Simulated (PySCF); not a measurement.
C4H8.
Cartesian coordinates in Å at the PBE0-D3(BJ)/def2-SVP level; atoms count from 1:
```xyz
12
C4H8 angstrom
C      1.353   -0.345    0.707
C      0.196   -0.053    0.102
C     -1.067   -0.811    0.388
C      0.078    1.051   -0.907
H      2.267    0.216    0.490
H      1.426   -1.154    1.439
H     -1.853   -0.135    0.765
H     -0.911   -1.606    1.130
H     -1.467   -1.270   -0.532
H      1.032    1.572   -1.061
H     -0.264    0.658   -1.880
H     -0.675    1.793   -0.590
```

Theory: core-valence-separated Tamm–Dancoff BHandHLYP/aug-pcX-1 (pcseg-1 on H) in PySCF, non-relativistic, gas phase, PBE0-D3(BJ)/def2-SVP geometry. No empirical shift is added; at this level the pattern usually sits a few eV under experiment.

The lowest roots of each edge with f over 0.003 (five at most, numbered afresh; weaker and dark ones are left out), with transition dipoles (au) in the frame of the coordinates:

| root | edge | E (eV) | f | μx | μy | μz |
| --- | --- | --- | --- | --- | --- | --- |
| 1 | C | 282.76 | 0.0539 | -0.0195 | 0.0569 | 0.0647 |
| 2 | C | 282.95 | 0.0677 | 0.0218 | -0.0637 | -0.0723 |
| 3 | C | 285.50 | 0.0084 | -0.0173 | 0.0184 | -0.0238 |
| 4 | C | 285.50 | 0.0094 | -0.0286 | -0.0209 | 0.0092 |
| 5 | C | 285.50 | 0.0100 | -0.0328 | 0.0082 | -0.0171 |

Molecules are fixed in this frame and the field points along z. What effective strengths 3 f cos²θ do the roots have (θ between field and μ)?

root 1 (C1): 0.087, root 2 (C2): 0.109, root 3 (C3/C4): 0.012, root 4 (C3/C4): 0.002, root 5 (C1): 0.006. Root 2 is the strongest. Averaged over all orientations cos²θ is 1/3, which gives f back. For degenerate partners only the sum has meaning, as the program may mix them freely.

